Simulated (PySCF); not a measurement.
## EPR parameters of C4H6N

Species: C4H6N (doublet state).
SMILES with atom numbers: `[CH3:1][C:2]([CH3:3])[C:4]#[N:5]` (hydrogens: H6, H7, H8 on C1; H9, H10, H11 on C3)

Computed, not measured: UKS B3LYP, pcH-1 on C H N, non-relativistic, mean-field spin-orbit, GIAO (PySCF). Isolated species at its GFN2-xTB geometry, gas phase. Couplings are sensitive to structure, and on GFN2-xTB geometries they can be far from those on DFT ones. The SCF solution wasn't tested for stability.

| Item | Value |
| --- | --- |
| g1, g2, g3 | 2.00221, 2.00331, 2.00350 |
| g_iso | 2.00301 |
| Form of g | rhombic: the two nearest values differ by 15 % of g3 − g1 |
| ⟨S²⟩ | 0.7640 (exact 0.7500) |
| α and β electrons | 19, 18 |

Isotropic coupling and dipolar principal values T1 to T3, in MHz:

```tsv
atom	isotope	a_iso	T1	T2	T3	Mulliken spin population
C1	13C	-28.2	-1.7	0.9	0.9	-0.06
C2	13C	71.6	-65.9	-65.9	131.8	0.79
C3	13C	-28.2	-1.7	0.9	0.9	-0.06
C4	13C	-60.0	-19.3	-2.2	21.5	-0.20
N5	14N	9.4	-18.9	-14.6	33.6	0.39
H6	1H	2.2	-3.4	-3.1	6.5	0.00
H7	1H	85.8	-4.0	-3.0	7.0	0.04
H8	1H	86.0	-4.0	-3.0	7.0	0.04
H9	1H	2.2	-3.4	-3.1	6.5	0.00
H10	1H	86.0	-4.0	-3.0	7.0	0.04
H11	1H	86.0	-4.0	-3.0	7.0	0.04
```

Largest spin populations (Mulliken): C2 (+0.79), N5 (+0.39), C4 (-0.20) and C3 (-0.06). The positive populations add up to 1.33 and the negative ones to -0.33, together 2S = 1. The angles at C2 add up to 360.0°, so it is planar.

Axes: g2 points within 1° of the C4–N5 bond.

Under fast tumbling the dipolar parts average out, and these isotropic splittings remain: 6 × 1H (H6 (×6), I = 1/2, 7 lines) with 2.07 mT and 1 × 14N (N5, I = 1, 3 lines) with 0.33 mT.

Class means assume fast exchange of nuclei equivalent by connectivity; if that motion is slow, each nucleus keeps its own coupling. The six 1H nuclei of mean +58.1 MHz run from 2.2 to 86.0 MHz in the frozen geometry.

The 13C coupling of C2 (71.6 MHz) shows only in satellite lines or after enrichment, since that isotope makes up about 1.07 % of natural carbon.
